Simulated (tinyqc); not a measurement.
UHF in the sto-3g basis, for CH3-, spin multiplicity 1, step by step (part 1 of 3). The basis has no diffuse functions, so it cannot describe the extra electron: this is an exercise in the method, not the real anion. Computed by tinyqc, a small Python program that keeps every step (integrals from PySCF). Settings: charge = -1, multiplicity = 1, basis = sto-3g, energy threshold = 1e-09, iteration cap = 80, orthogonalisation = symmetric, start = Wolfsberg-Helmholz matrix, DIIS depth = 8, method = UHF, break = 0.7. Command: `OMP_NUM_THREADS=1 python tinyqc.py 22163 22164 out.jsonl` (the two numbers bound the seeds that draw the settings). One thread of a shared host (Intel(R) Xeon(R) Processor @ 2.60GHz), about 0.2 s of CPU time with the checks. Later iterations appear only in the table of the cycle.

## One-electron integrals

Geometry (angstrom):
```
atom          x          y         z
C      0.000000   0.000000  0.012000
H      1.365000   0.000000  0.000000
H     -0.683000   1.182000  0.000000
H     -0.683000  -1.182000  0.000000
```

Basis sto-3g: exponents (1/bohr^2) and contraction coefficients of normalised primitives:
```
element  l (shell)   exponent  coefficient
C            s (1)  71.616837     0.154329
C            s (1)  13.045096     0.535328
C            s (1)   3.530512     0.444635
C            s (2)   2.941249    -0.099967
C            s (2)   0.683483     0.399513
C            s (2)   0.222290     0.700115
C            p (3)   2.941249     0.155916
C            p (3)   0.683483     0.607684
C            p (3)   0.222290     0.391957
H            s (1)   3.425251     0.154329
H            s (1)   0.623914     0.535328
H            s (1)   0.168855     0.444635
```

Overlap, kinetic and nuclear-attraction integrals over the contracted functions; the nuclear repulsion is the sum of Za Zb / Rab.

nuclear repulsion = 7.64883442 hartree

overlap S, order 1C 1s, 1C 2s, 1C 2px, 1C 2py, 1C 2pz, 2H 1s, 3H 1s, 4H 1s:
```
[[1.000000, 0.248362, 0.000000, 0.000000, 0.000000, 0.033077, 0.033067, 0.033067],
 [0.248362, 1.000000, 0.000000, 0.000000, 0.000000, 0.345762, 0.345695, 0.345695],
 [0.000000, 0.000000, 1.000000, 0.000000, 0.000000, 0.363673, -0.181923, -0.181923],
 [0.000000, 0.000000, 0.000000, 1.000000, 0.000000, 0.000000, 0.314836, -0.314836],
 [0.000000, 0.000000, 0.000000, 0.000000, 1.000000, -0.003197, -0.003196, -0.003196],
 [0.033077, 0.345762, 0.363673, 0.000000, -0.003197, 1.000000, 0.063556, 0.063556],
 [0.033067, 0.345695, -0.181923, 0.314836, -0.003196, 0.063556, 1.000000, 0.063628],
 [0.033067, 0.345695, -0.181923, -0.314836, -0.003196, 0.063556, 0.063628, 1.000000]]
```

kinetic energy T (hartree), order 1C 1s, 1C 2s, 1C 2px, 1C 2py, 1C 2pz, 2H 1s, 3H 1s, 4H 1s:
```
[[15.891122, -0.085890, 0.000000, 0.000000, 0.000000, -0.010068, -0.010065, -0.010065],
 [-0.085890, 0.472250, 0.000000, 0.000000, 0.000000, 0.038146, 0.038120, 0.038120],
 [0.000000, 0.000000, 1.477728, 0.000000, 0.000000, 0.124127, -0.062076, -0.062076],
 [0.000000, 0.000000, 0.000000, 1.477728, 0.000000, 0.000000, 0.107428, -0.107428],
 [0.000000, 0.000000, 0.000000, 0.000000, 1.477728, -0.001091, -0.001091, -0.001091],
 [-0.010068, 0.038146, 0.124127, 0.000000, -0.001091, 0.760032, -0.011294, -0.011294],
 [-0.010065, 0.038120, -0.062076, 0.107428, -0.001091, -0.011294, 0.760032, -0.011296],
 [-0.010065, 0.038120, -0.062076, -0.107428, -0.001091, -0.011294, -0.011296, 0.760032]]
```

nuclear attraction V (hartree), order 1C 1s, 1C 2s, 1C 2px, 1C 2py, 1C 2pz, 2H 1s, 3H 1s, 4H 1s:
```
[[-34.815642, -4.481050, 0.000005, 0.000000, 0.000285, -0.604299, -0.604106, -0.604106],
 [-4.481050, -6.343851, 0.000054, 0.000000, 0.003179, -1.730000, -1.729616, -1.729616],
 [0.000005, 0.000054, -6.340492, 0.000000, 0.000000, -1.665282, 0.833028, 0.833028],
 [0.000000, 0.000000, 0.000000, -6.340375, 0.000000, 0.000000, -1.441602, 1.441602],
 [0.000285, 0.003179, 0.000000, 0.000000, -6.223151, 0.015157, 0.015153, 0.015153],
 [-0.604299, -1.730000, -1.665282, 0.000000, 0.015157, -3.983514, -0.285350, -0.285350],
 [-0.604106, -1.729616, 0.833028, -1.441602, 0.015153, -0.285350, -3.983342, -0.285612],
 [-0.604106, -1.729616, 0.833028, 1.441602, 0.015153, -0.285350, -0.285612, -3.983342]]
```

core Hamiltonian H = T + V (hartree), order 1C 1s, 1C 2s, 1C 2px, 1C 2py, 1C 2pz, 2H 1s, 3H 1s, 4H 1s:
```
[[-18.924521, -4.566940, 0.000005, 0.000000, 0.000285, -0.614367, -0.614171, -0.614171],
 [-4.566940, -5.871601, 0.000054, 0.000000, 0.003179, -1.691854, -1.691496, -1.691496],
 [0.000005, 0.000054, -4.862764, 0.000000, 0.000000, -1.541155, 0.770952, 0.770952],
 [0.000000, 0.000000, 0.000000, -4.862646, 0.000000, 0.000000, -1.334173, 1.334173],
 [0.000285, 0.003179, 0.000000, 0.000000, -4.745423, 0.014066, 0.014062, 0.014062],
 [-0.614367, -1.691854, -1.541155, 0.000000, 0.014066, -3.223482, -0.296643, -0.296643],
 [-0.614171, -1.691496, 0.770952, -1.334173, 0.014062, -0.296643, -3.223310, -0.296908],
 [-0.614171, -1.691496, 0.770952, 1.334173, 0.014062, -0.296643, -0.296908, -3.223310]]
```

## Two-electron integrals

Functions are numbered as in S; the eight-fold symmetry (ij|kl) = (ji|kl) = (kl|ij) leaves the list below.

Two-electron integrals (ij|kl) in chemists' order, unique and non-zero (hartree):
```
(11|11) 3.541948    (21|11) 0.576921    (21|21) 0.111888    (22|11) 0.854682
(22|21) 0.205284    (22|22) 0.624709    (31|31) 0.020296    (32|31) 0.030858
(32|32) 0.137996    (33|11) 0.852436    (33|21) 0.205335    (33|22) 0.624568
(33|33) 0.672833    (41|41) 0.020296    (42|41) 0.030858    (42|42) 0.137996
(43|43) 0.036269    (44|11) 0.852436    (44|21) 0.205335    (44|22) 0.624568
(44|33) 0.600295    (44|44) 0.672833    (51|51) 0.020296    (52|51) 0.030858
(52|52) 0.137996    (53|53) 0.036269    (54|54) 0.036269    (55|11) 0.852436
(55|21) 0.205335    (55|22) 0.624568    (55|33) 0.600295    (55|44) 0.600295
(55|55) 0.672833    (61|11) 0.077087    (61|21) 0.014872    (61|22) 0.027283
(61|31) 0.000869    (61|32) 0.001642    (61|33) 0.027467    (61|44) 0.027196
(61|51) -0.000008   (61|52) -0.000014   (61|53) -2.39e-06   (61|55) 0.027196
(61|61) 0.002018    (62|11) 0.212464    (62|21) 0.051849    (62|22) 0.177290
(62|31) 0.004889    (62|32) 0.035937    (62|33) 0.186059    (62|44) 0.172816
(62|51) -0.000043   (62|52) -0.000316   (62|53) -0.000116   (62|55) 0.172817
(62|61) 0.007194    (62|62) 0.070293    (63|11) 0.192670    (63|21) 0.047579
(63|22) 0.172503    (63|31) 0.008724    (63|32) 0.058755    (63|33) 0.189275
(63|44) 0.164018    (63|51) -0.000034   (63|52) -0.000280   (63|53) -0.000163
(63|55) 0.164018    (63|61) 0.006858    (63|62) 0.081026    (63|63) 0.099594
(64|41) 0.004899    (64|42) 0.026939    (64|43) 0.006734    (64|54) -0.000059
(64|64) 0.007894    (65|11) -0.001694   (65|21) -0.000418   (65|22) -0.001517
(65|31) -0.000034   (65|32) -0.000280   (65|33) -0.001546   (65|44) -0.001442
(65|51) 0.004899    (65|52) 0.026942    (65|53) 0.006735    (65|55) -0.001560
(65|61) -0.000060   (65|62) -0.000712   (65|63) -0.000806   (65|65) 0.007901
(66|11) 0.384689    (66|21) 0.095407    (66|22) 0.372883    (66|31) 0.010174
(66|32) 0.103402    (66|33) 0.409537    (66|44) 0.354289    (66|51) -0.000089
(66|52) -0.000909   (66|53) -0.000486   (66|55) 0.354294    (66|61) 0.013352
(66|62) 0.197119    (66|63) 0.249646    (66|65) -0.002195   (66|66) 0.774606
(71|11) 0.077062    (71|21) 0.014867    (71|22) 0.027275    (71|31) -0.000435
(71|32) -0.000821   (71|33) 0.027255    (71|41) 0.000753    (71|42) 0.001421
(71|43) -0.000118   (71|44) 0.027391    (71|51) -0.000008   (71|52) -0.000014
(71|53) 1.19e-06    (71|54) -2.06e-06   (71|55) 0.027187    (71|61) 0.001957
(71|62) 0.006755    (71|63) 0.006083    (71|64) 0.000218    (71|65) -0.000057
(71|66) 0.012399    (71|71) 0.002016    (72|11) 0.212413    (72|21) 0.051837
(72|22) 0.177250    (72|31) -0.002445   (72|32) -0.017976   (72|33) 0.176091
(72|41) 0.004232    (72|42) 0.031110    (72|43) -0.005736   (72|44) 0.182703
(72|51) -0.000043   (72|52) -0.000316   (72|53) 0.000058    (72|54) -0.000101
(72|55) 0.172777    (72|61) 0.006755    (72|62) 0.047172    (72|63) 0.043307
(72|64) 0.005560    (72|65) -0.000465   (72|66) 0.100024    (72|71) 0.007190
(72|72) 0.070264    (73|11) -0.096376   (73|21) -0.023799   (73|22) -0.086289
(73|31) 0.005855    (73|32) 0.034895    (73|33) -0.090258   (73|41) -0.001656
(73|42) -0.013780   (73|43) 0.008384    (73|44) -0.086465   (73|51) 0.000017
(73|52) 0.000140    (73|53) -0.000085   (73|54) 0.000045    (73|55) -0.082045
(73|61) -0.002856   (73|62) -0.016854   (73|63) -0.011402   (73|64) -0.001403
(73|65) 0.000164    (73|66) -0.032051   (73|71) -0.003429   (73|72) -0.040523
(73|73) 0.030836    (74|11) 0.166788    (74|21) 0.041187    (74|22) 0.149332
(74|31) -0.001656   (74|32) -0.013780   (74|33) 0.144541    (74|41) 0.007764
(74|42) 0.050779    (74|43) -0.007789   (74|44) 0.161296    (74|51) -0.000029
(74|52) -0.000242   (74|53) 0.000045    (74|54) -0.000137   (74|55) 0.141987
(74|61) 0.005377    (74|62) 0.040281    (74|63) 0.036958    (74|64) 0.009143
(74|65) -0.000390   (74|66) 0.086597    (74|71) 0.005935    (74|72) 0.070129
(74|73) -0.039710   (74|74) 0.076612    (75|11) -0.001693   (75|21) -0.000418
(75|22) -0.001516   (75|31) 0.000017    (75|32) 0.000140    (75|33) -0.001467
(75|41) -0.000029   (75|42) -0.000242   (75|43) 0.000045    (75|44) -0.001519
(75|51) 0.004898    (75|52) 0.026935    (75|53) -0.003369   (75|54) 0.005830
(75|55) -0.001560   (75|61) -0.000057   (75|62) -0.000465   (75|63) -0.000420
(75|64) -0.000053   (75|65) 0.004868    (75|66) -0.001037   (75|71) -0.000060
(75|72) -0.000712   (75|73) 0.000403    (75|74) -0.000698   (75|75) 0.007897
(76|11) 0.034409    (76|21) 0.008432    (76|22) 0.029964    (76|31) 0.000333
(76|32) 0.002637    (76|33) 0.030199    (76|41) 0.000577    (76|42) 0.004570
(76|43) 0.000256    (76|44) 0.030496    (76|51) -0.000012   (76|52) -0.000093
(76|53) -0.000013   (76|54) -0.000023   (76|55) 0.029165    (76|61) 0.001142
(76|62) 0.010427    (76|63) 0.011213    (76|64) 0.001175    (76|65) -0.000116
(76|66) 0.027074    (76|71) 0.001141    (76|72) 0.010425    (76|73) -0.004592
(76|74) 0.010295    (76|75) -0.000116   (76|76) 0.001978    (77|11) 0.384651
(77|21) 0.095397    (77|22) 0.372851    (77|31) -0.005089   (77|32) -0.051727
(77|33) 0.368088    (77|41) 0.008807    (77|42) 0.089519    (77|43) -0.023930
(77|44) 0.395673    (77|51) -0.000089   (77|52) -0.000909   (77|53) 0.000243
(77|54) -0.000420   (77|55) 0.354265    (77|61) 0.012401    (77|62) 0.100039
(77|63) 0.091025    (77|64) 0.015577    (77|65) -0.001037   (77|66) 0.223605
(77|71) 0.013347    (77|72) 0.197073    (77|73) -0.124876   (77|74) 0.216110
(77|75) -0.002194   (77|76) 0.027074    (77|77) 0.774606    (81|11) 0.077062
(81|21) 0.014867    (81|22) 0.027275    (81|31) -0.000435   (81|32) -0.000821
(81|33) 0.027255    (81|41) -0.000753   (81|42) -0.001421   (81|43) 0.000118
(81|44) 0.027391    (81|51) -0.000008   (81|52) -0.000014   (81|53) 1.19e-06
(81|54) 2.06e-06    (81|55) 0.027187    (81|61) 0.001957    (81|62) 0.006755
(81|63) 0.006083    (81|64) -0.000218   (81|65) -0.000057   (81|66) 0.012399
(81|71) 0.001956    (81|72) 0.006753    (81|73) -0.003232   (81|74) 0.005158
(81|75) -0.000057   (81|76) 0.001085    (81|77) 0.012398    (81|81) 0.002016
(82|11) 0.212413    (82|21) 0.051837    (82|22) 0.177250    (82|31) -0.002445
(82|32) -0.017976   (82|33) 0.176091    (82|41) -0.004232   (82|42) -0.031110
(82|43) 0.005736    (82|44) 0.182703    (82|51) -0.000043   (82|52) -0.000316
(82|53) 0.000058    (82|54) 0.000101    (82|55) 0.172777    (82|61) 0.006755
(82|62) 0.047172    (82|63) 0.043307    (82|64) -0.005560   (82|65) -0.000465
(82|66) 0.100024    (82|71) 0.006753    (82|72) 0.047170    (82|73) -0.026487
(82|74) 0.034717    (82|75) -0.000465   (82|76) 0.007554    (82|77) 0.100041
(82|81) 0.007190    (82|82) 0.070264    (83|11) -0.096376   (83|21) -0.023799
(83|22) -0.086289   (83|31) 0.005855    (83|32) 0.034895    (83|33) -0.090258
(83|41) 0.001656    (83|42) 0.013780    (83|43) -0.008384   (83|44) -0.086465
(83|51) 0.000017    (83|52) 0.000140    (83|53) -0.000085   (83|54) -0.000045
(83|55) -0.082045   (83|61) -0.002856   (83|62) -0.016854   (83|63) -0.011402
(83|64) 0.001403    (83|65) 0.000164    (83|66) -0.032051   (83|71) -0.003232
(83|72) -0.026487   (83|73) 0.019430    (83|74) -0.019191   (83|75) 0.000256
(83|76) -0.003341   (83|77) -0.059049   (83|81) -0.003429   (83|82) -0.040523
(83|83) 0.030836    (84|11) -0.166788   (84|21) -0.041187   (84|22) -0.149332
(84|31) 0.001656    (84|32) 0.013780    (84|33) -0.144541   (84|41) 0.007764
(84|42) 0.050779    (84|43) -0.007789   (84|44) -0.161296   (84|51) 0.000029
(84|52) 0.000242    (84|53) -0.000045   (84|54) -0.000137   (84|55) -0.141987
(84|61) -0.005377   (84|62) -0.040281   (84|63) -0.036958   (84|64) 0.009143
(84|65) 0.000390    (84|66) -0.086597   (84|71) -0.005158   (84|72) -0.034717
(84|73) 0.019191    (84|74) -0.021643   (84|75) 0.000337    (84|76) -0.005781
(84|77) -0.071028   (84|81) -0.005935   (84|82) -0.070129   (84|83) 0.039710
(84|84) 0.076612    (85|11) -0.001693   (85|21) -0.000418   (85|22) -0.001516
(85|31) 0.000017    (85|32) 0.000140    (85|33) -0.001467   (85|41) 0.000029
(85|42) 0.000242    (85|43) -0.000045   (85|44) -0.001519   (85|51) 0.004898
(85|52) 0.026935    (85|53) -0.003369   (85|54) -0.005830   (85|55) -0.001560
(85|61) -0.000057   (85|62) -0.000465   (85|63) -0.000420   (85|64) 0.000053
(85|65) 0.004868    (85|66) -0.001037   (85|71) -0.000057   (85|72) -0.000465
(85|73) 0.000256    (85|74) -0.000337   (85|75) 0.004868    (85|76) -0.000082
(85|77) -0.001037   (85|81) -0.000060   (85|82) -0.000712   (85|83) 0.000403
(85|84) 0.000698    (85|85) 0.007897    (86|11) 0.034409    (86|21) 0.008432
(86|22) 0.029964    (86|31) 0.000333    (86|32) 0.002637    (86|33) 0.030199
(86|41) -0.000577   (86|42) -0.004570   (86|43) -0.000256   (86|44) 0.030496
(86|51) -0.000012   (86|52) -0.000093   (86|53) -0.000013   (86|54) 0.000023
(86|55) 0.029165    (86|61) 0.001142    (86|62) 0.010427    (86|63) 0.011213
(86|64) -0.001175   (86|65) -0.000116   (86|66) 0.027074    (86|71) 0.001085
(86|72) 0.007554    (86|73) -0.003341   (86|74) 0.005781    (86|75) -0.000082
(86|76) 0.001491    (86|77) 0.015960    (86|81) 0.001141    (86|82) 0.010425
(86|83) -0.004592   (86|84) -0.010295   (86|85) -0.000116   (86|86) 0.001978
(87|11) 0.034436    (87|21) 0.008438    (87|22) 0.029991    (87|31) -0.000667
(87|32) -0.005285   (87|33) 0.030674    (87|44) 0.030077    (87|51) -0.000012
(87|52) -0.000093   (87|53) 0.000026    (87|55) 0.029191    (87|61) 0.001086
(87|62) 0.007562    (87|63) 0.006683    (87|65) -0.000082   (87|66) 0.015975
(87|71) 0.001142    (87|72) 0.010437    (87|73) -0.006635   (87|74) 0.009130
(87|75) -0.000117   (87|76) 0.001492    (87|77) 0.027109    (87|81) 0.001142
(87|82) 0.010437    (87|83) -0.006635   (87|84) -0.009130   (87|85) -0.000117
(87|86) 0.001492    (87|87) 0.001982    (88|11) 0.384651    (88|21) 0.095397
(88|22) 0.372851    (88|31) -0.005089   (88|32) -0.051727   (88|33) 0.368088
(88|41) -0.008807   (88|42) -0.089519   (88|43) 0.023930    (88|44) 0.395673
(88|51) -0.000089   (88|52) -0.000909   (88|53) 0.000243    (88|54) 0.000420
(88|55) 0.354265    (88|61) 0.012401    (88|62) 0.100039    (88|63) 0.091025
(88|64) -0.015577   (88|65) -0.001037   (88|66) 0.223605    (88|71) 0.012398
(88|72) 0.100041    (88|73) -0.059049   (88|74) 0.071028    (88|75) -0.001037
(88|76) 0.015960    (88|77) 0.223663    (88|81) 0.013347    (88|82) 0.197073
(88|83) -0.124876   (88|84) -0.216110   (88|85) -0.002194   (88|86) 0.027074
(88|87) 0.027109    (88|88) 0.774606
```

## Orthogonalisation

S = U s U^T; symmetric (Loewdin) form X = U s^(-1/2) U^T, so that X^T S X = 1.

eigenvalues of S: [0.421950, 0.521625, 0.521805, 0.977921, 1.000204, 1.414567, 1.414842, 1.727085]

X, order 1C 1s, 1C 2s, 1C 2px, 1C 2py, 1C 2pz, 2H 1s, 3H 1s, 4H 1s:
```
[[1.026964, -0.149432, 0.000002, 0.000000, 0.000181, 0.020453, 0.020450, 0.020450],
 [-0.149432, 1.194625, -0.000013, 0.000000, -0.001533, -0.205954, -0.205903, -0.205903],
 [0.000002, -0.000013, 1.093306, 0.000000, 0.000000, -0.221445, 0.110768, 0.110768],
 [0.000000, 0.000000, 0.000000, 1.093201, 0.000000, 0.000000, -0.191688, 0.191688],
 [0.000181, -0.001533, 0.000000, 0.000000, 1.000014, 0.001861, 0.001860, 0.001860],
 [0.020453, -0.205954, -0.221445, 0.000000, 0.001861, 1.117981, -0.014022, -0.014022],
 [0.020450, -0.205903, 0.110768, -0.191688, 0.001860, -0.014022, 1.117931, -0.014009],
 [0.020450, -0.205903, 0.110768, 0.191688, 0.001860, -0.014022, -0.014009, 1.117931]]
```

## Starting guess

The start is the generalised Wolfsberg-Helmholz matrix (K = 1.75) built on H, with HOMO and LUMO mixed by +/-0.7 rad for the two spins; D(s) = C_occ C_occ^T for each spin.

D(alpha) at the start, order 1C 1s, 1C 2s, 1C 2px, 1C 2py, 1C 2pz, 2H 1s, 3H 1s, 4H 1s:
```
[[1.024940, -0.105351, -0.000006, 0.000916, -0.000227, -0.068659, -0.069557, -0.067715],
 [-0.105351, 0.502667, 0.000014, -0.003039, 0.000816, 0.167153, 0.170149, 0.164036],
 [-0.000006, 0.000014, 0.654012, 0.000000, 0.000000, 0.220950, -0.110500, -0.110501],
 [0.000916, -0.003039, 0.000000, 0.909174, -0.386199, -0.000130, -0.065208, 0.064949],
 [-0.000227, 0.000816, 0.000000, -0.386199, 0.584979, -0.001075, 0.387329, -0.389478],
 [-0.068659, 0.167153, 0.220950, -0.000130, -0.001075, 0.131357, 0.019492, 0.019231],
 [-0.069557, 0.170149, -0.110500, -0.065208, 0.387329, 0.019492, 0.389476, -0.238525],
 [-0.067715, 0.164036, -0.110501, 0.064949, -0.389478, 0.019231, -0.238525, 0.388954]]
```

D(beta) at the start, order 1C 1s, 1C 2s, 1C 2px, 1C 2py, 1C 2pz, 2H 1s, 3H 1s, 4H 1s:
```
[[1.024940, -0.105351, -0.000006, -0.000916, -0.000227, -0.068659, -0.067715, -0.069557],
 [-0.105351, 0.502667, 0.000014, 0.003039, 0.000816, 0.167153, 0.164036, 0.170149],
 [-0.000006, 0.000014, 0.654012, 0.000000, 0.000000, 0.220950, -0.110501, -0.110500],
 [-0.000916, 0.003039, 0.000000, 0.909174, 0.386199, 0.000130, -0.064949, 0.065208],
 [-0.000227, 0.000816, 0.000000, 0.386199, 0.584979, -0.001075, -0.389478, 0.387329],
 [-0.068659, 0.167153, 0.220950, 0.000130, -0.001075, 0.131357, 0.019231, 0.019492],
 [-0.067715, 0.164036, -0.110501, -0.064949, -0.389478, 0.019231, 0.388954, -0.238525],
 [-0.069557, 0.170149, -0.110500, 0.065208, 0.387329, 0.019492, -0.238525, 0.389476]]
```
